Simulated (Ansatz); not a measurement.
# Basis-set limit of Al$_{2}$H$_{4}$, triplet

```xyz
6

Al    0.0000    0.0000    1.3086
Al    0.0000    0.0000   -1.3086
H     0.0000    1.3533    2.1524
H     0.0000   -1.3533    2.1524
H     0.0000    1.3533   -2.1524
H     0.0000   -1.3533   -2.1524
```

Connectivity, by distances: AlH2–AlH2.

Ansatz 0.2.0, UHF determinant, valence electrons correlated. Energies in eV.

| set | X | functions | Hartree–Fock | MP2 correlation | CCSD(T) correlation | time |
| --- | --- | --- | --- | --- | --- | --- |
| def2-TZVPP | 3 | 140 | -13226.6599 | -4.0204 | -5.2321 | 12 s on 1 × NVIDIA H100 80GB HBM3 with 1 thread of AMD EPYC 7R13 Processor (Zen 3), with other jobs on the host |
| def2-QZVPP | 4 | 260 | -13227.0696 | -4.2891 | -5.4427 | 18 s on 1 × NVIDIA H100 80GB HBM3 with 1 thread of AMD EPYC 7R13 Processor (Zen 3), with other jobs on the host |

Hartree–Fock is taken to follow E(X) = E∞ + A·exp(−7.88·√X), correlation E(X) = E∞ + B·X^−2.97.

Cautions: another spin lies lower.

Problem. Work out the CCSD(T) energy at the limit, and how far the shortcut misses it that extrapolates MP2 and adds CCSD(T) minus MP2 from the smaller set.

Solution. Hartree–Fock: E∞ = E4 + 0.1377·(E4 − E3) = -13227.1261. Correlation: E∞ = E4 + 0.7407·(E4 − E3) = -5.5987 for CCSD(T) and -4.4882 for MP2. The limit is -13232.7248 eV, 0.212 eV below def2-QZVPP. The shortcut gives a correlation energy of -4.4882 + (-1.2118) = -5.6999, 101 meV lower than the direct value.

Past Ne part of the Hartree–Fock step between the two sets comes from the cores, which don't follow the formula, so the 56 meV that it adds to the total can overshoot; that part largely cancels in differences.
